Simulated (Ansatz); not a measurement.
**The cluster Si₂Mo₂: structure and electronic state**

Aim: characterise the cluster Si₂Mo₂ as a singlet: its structure, frontier levels and distribution of charge.

Program: Ansatz 0.2.0, Gaussian basis. Level of theory: RKS PBE0-D4/def2-TZVP. These are calculated values, not measurements.

Levels to be run: relaxation at PBE0-D4/def2-SVP; a search for the lowest solution at PBE0-D4/def2-SVP; a single point at PBE0-D4/def2-TZVP.

4 further runs of the same task are left out: 4 set aside as unsound or not needed.

**1. Where the work starts**

4 atoms, charge 0, spin multiplicity 1.

Atoms are counted from 1 here; the program's logs count them from 0.

Bond lengths: Mo1–Si3 2.504 Å, Mo1–Si4 2.505 Å, Mo2–Si3 2.504 Å, Mo2–Si4 2.503 Å. Angles: Si3–Mo1–Si4 68.8°, Si3–Mo2–Si4 68.9°, Mo1–Si3–Mo2 58.1°, Mo1–Si4–Mo2 58.1°.

Mo takes a core potential in the def2 sets. No spin-orbit coupling is included.

The start is a GFN1-xTB geometry.

**2. Optimising with PBE0-D4/def2-SVP**

Input file in.yaml:

```yaml
crystal:
  periodic: [false, false, false]
  atoms:
    - {symbol: Mo, position_ang: [0.319400, 0.798390, 1.198370]}
    - {symbol: Mo, position_ang: [-1.345420, -0.593270, 0.103320]}
    - {symbol: Si, position_ang: [1.066770, -1.249860, -0.033080]}
    - {symbol: Si, position_ang: [-0.040750, 1.044740, -1.268610]}
basis:
  gaussian: {orbitals: def2-SVP}
hamiltonian: {xc: pbe0, dispersion: d4}
scf: {omitted_lower_state_checks: [starts]}
output: {orbitals: {seedname: orbitals}}
relax: {f_tol: 0.02, max_steps: 100}
```

Started as:

```console
$ ansatz run in.yaml --threads 2 --pin off --events-out ev --progress --plain --max-ram 4352MiB
```

Further steps of the session: Searching for the lowest solution, PBE0-D4/def2-SVP; Single point, PBE0-D4/def2-TZVP.

**Question.** What will the summary of the whole plan be? Wanted: point group; commonest bond; HOMO, LUMO at PBE0-D4/def2-TZVP; dipole at PBE0-D4/def2-SVP.

**Answer**, as computed:

| quantity | value |
| --- | --- |
| point group | C2v |
| commonest bond | Mo–Si, 4 of mean length 2.418 Å |
| HOMO, LUMO at PBE0-D4/def2-TZVP | -5.50, -2.32 eV |
| dipole at PBE0-D4/def2-SVP | 3.59 D |

What this shows: The relaxation broke 0 and made 1 bonds, so the end is another structure than the start. No usable vibrations, so a minimum isn't proven. Whether this spin is the lowest isn't tested here.
